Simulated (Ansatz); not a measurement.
A structure drawn as `CC=C(O)O`, with this starting geometry:

Cartesian coordinates in Å:
```
C 0.725 0.462 -1.273
C -0.450 0.111 -0.465
C -0.496 -0.317 0.807
O -1.813 -0.681 1.339
O 0.543 -0.509 1.644
H 0.832 -0.097 -2.130
H 0.624 1.547 -1.567
H 1.647 0.421 -0.667
H -1.418 0.219 -1.037
H -1.541 -0.927 2.210
H 1.346 -0.228 1.141
```

The species carries charge 0 and has multiplicity 1.

Question: Does it keep its bonds when Ansatz relaxes it at PBE-D4/def2-SVP and then PBE0-D4/def2-TZVP?

Answer: Yes, every drawn bond is still there and no new one forms.

Question: Give the relaxed structure. (Best estimate.)

Answer: Computed: 
Z-matrix (Å, degrees):
```
C
C 1 1.492
H 1 1.096 2 113.2
H 1 1.096 2 112.5 3 121.2
H 1 1.094 2 111.2 3 -118.9
C 2 1.331 1 125.1 3 -12.2
H 2 1.082 1 118.8 3 167.9
O 6 1.355 2 126.8 1 -1.3
O 6 1.344 2 122.8 1 178.1
H 8 0.962 6 108.9 2 -4.6
H 9 0.963 6 107.8 2 173.9
```
All modes are real.

Atoms count as bonded under 1.1 times the sum of their covalent radii (H–H under 0.85 Å, pairs among N, O and F under 1.55 Å), and a drawn bond as lost past 1.3 times.
